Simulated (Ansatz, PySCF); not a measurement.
Noncovalent pair: CH5N (SMILES CN) (first 7 atoms) with H2O (SMILES O); geometry from S66by8 set.
(charge 0, multiplicity 1):
```xyz
10

N     -0.804    -0.692    -0.357
H     -0.900    -1.661    -0.081
H     -1.394    -0.579    -1.172
C     -1.288     0.176     0.723
H     -1.184     1.213     0.415
H     -2.326     0.002     1.014
H     -0.656     0.036     1.596
O      1.858     0.519    -0.253
H      1.041     0.022    -0.427
H      2.440     0.260    -0.969
```

Basis-set superposition error: the interaction energy with monomers in their own basis, and in the dimer's basis (counterpoise).

Codes used: Ansatz (Gaussian orbitals); PySCF for 6-31G* rows. 

```json
[
 {"level": "HF/6-31G*", "uncorrected (kcal/mol)": "-6.58", "counterpoise (kcal/mol)": "-5.59", "difference": "0.99"},
 {"level": "PBE/def2-TZVPPD", "uncorrected (kcal/mol)": "-7.22", "counterpoise (kcal/mol)": "-7.12", "difference": "0.10"},
 {"level": "BLYP/def2-TZVPPD", "uncorrected (kcal/mol)": "-5.83", "counterpoise (kcal/mol)": "-5.72", "difference": "0.11"},
 {"level": "revPBE/def2-TZVPPD", "uncorrected (kcal/mol)": "-5.22", "counterpoise (kcal/mol)": "-5.12", "difference": "0.10"},
 {"level": "BHLYP/def2-TZVPPD", "uncorrected (kcal/mol)": "-6.77", "counterpoise (kcal/mol)": "-6.70", "difference": "0.07"},
 {"level": "wB97X-V/def2-TZVPPD", "uncorrected (kcal/mol)": "-7.38", "counterpoise (kcal/mol)": "-7.30", "difference": "0.08"},
 {"level": "MP2/6-31G*", "uncorrected (kcal/mol)": "-8.86", "counterpoise (kcal/mol)": "-6.72", "difference": "2.14"},
 {"level": "MP2/aug-cc-pVQZ", "uncorrected (kcal/mol)": "-7.62", "counterpoise (kcal/mol)": "-7.34", "difference": "0.28"},
 {"level": "SCS-MP2/aug-cc-pVQZ", "uncorrected (kcal/mol)": "-6.89", "counterpoise (kcal/mol)": "-6.57", "difference": "0.31"},
 {"level": "CCSD(T)/aug-cc-pVDZ", "uncorrected (kcal/mol)": "-7.86", "counterpoise (kcal/mol)": "-6.44", "difference": "1.42"}
]
```

The error is largest for MP2/6-31G* (2.14 kcal/mol) and smallest for BHLYP/def2-TZVPPD (0.07 kcal/mol).

Ansatz is an electronic-structure program.
